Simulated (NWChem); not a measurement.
Species: O, triplet

Results from NWChem. Pople sets run with spherical d functions. Spin-unrestricted. The open p shell is one determinant without spherical averaging. No stability test was run on the SCF state.

Task: Among these, which level gives the highest value of “highest occupied level (eV)”?
A) PBE/6-311++G**
B) PBE/6-31G*
C) PBE/STO-3G
D) PBE/6-311G**

Result: C, PBE/STO-3G. Values: PBE/6-311++G** -7.55; PBE/6-311G** -7.04; PBE/6-31G* -6.85; PBE/STO-3G -1.45
